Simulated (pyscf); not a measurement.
## Four-centre exchange: `[Cl][V]([Cl])([Cl])[Cl]` [doublet] + `[OH2]` → `[OH][V]([Cl])([Cl])[Cl]` [doublet] + `[ClH]`

Gas phase, doublet surface, charge 0. Bonds broken: V1–Cl2, O6–H7. Bonds formed: V1–O6, Cl2–H7. Structures and frequencies: ωB97X-D3(BJ)/def2-SVP in PySCF.

Transition state (Å):

```xyz
8

V     -1.1343    -0.4211    -0.3066
Cl     1.0781     0.0558     0.8871
Cl    -0.3648    -2.2445    -1.0635
Cl    -2.8381    -0.2053    -1.6256
Cl    -2.1616    -0.4091     1.5475
O     -0.3814     1.1639    -0.9059
H      0.5870     1.0525    -0.1536
H     -0.7312     1.7779    -1.5661
```

One imaginary mode, 1011i cm⁻¹; descent along it reached the two sides named, in the forms told below.

| bond | change | reactant side (Å) | saddle | product side |
|---|---|---|---|---|
| V1–Cl2 | breaks | 2.173 | 2.559 | 3.0 |
| O6–H7 | breaks | 0.969 | 1.231 | 2.180 |
| V1–O6 | forms | 2.207 | 1.854 | 1.747 |
| Cl2–H7 | forms | 2.527 | 1.522 | 1.289 |

Electronic energies relative to the separated reactants (kJ/mol):

```
level                   barrier  reaction energy  reverse barrier
----------------------  -------  ---------------  ---------------
ωB97X-D3(BJ)/def2-TZVP     42.9            +13.6             29.4
PBE/def2-TZVP              38.0            +13.6             24.4
r²SCAN/def2-TZVP           33.8            +12.7             21.1
B3LYP-D3(BJ)/def2-TZVP     44.1            +13.9             30.2
PBE0-D3(BJ)/def2-TZVP      37.2            +13.9             23.3
M06-2X/def2-TZVP           32.7             +7.3             25.3
ωB97M-D3(BJ)/def2-TZVP     46.2             +4.9             41.3
HF/def2-TZVP               94.3             -7.1            101.4
```

With ωB97M-D3(BJ)/def2-TZVP energies and thermal terms (ideal gas, 1 atm, RRHO with modes under 100 cm⁻¹ raised to 100, one conformer, R ln 2 for chiral ones without a mode under 150 cm⁻¹), in kJ/mol:

```
T (K)   ΔH‡    ΔG‡    ΔH     ΔG
-----  ----  -----  ----  -----
298    35.4   78.4  -3.1   -5.2
600    36.9  121.5  -1.3   -8.0
900    40.5  163.1  +0.8  -11.9
1200   44.4  203.4  +2.9  -16.4
```

On the reactant side the descent ends in an adduct with a O–V contact, 45.8 kJ/mol under the separated species and 88.8 kJ/mol under the saddle at ωB97X-D3(BJ)/def2-TZVP. What is counted as formed (O–V) is already present as a longer contact in the reactant adduct; forming that adduct is a step of its own. One saddle was located; it need not be the lowest between these sides. Open-shell species with a d-block atom are single-reference here; other states, and whether the spin sits on metal or ligand, were not checked.
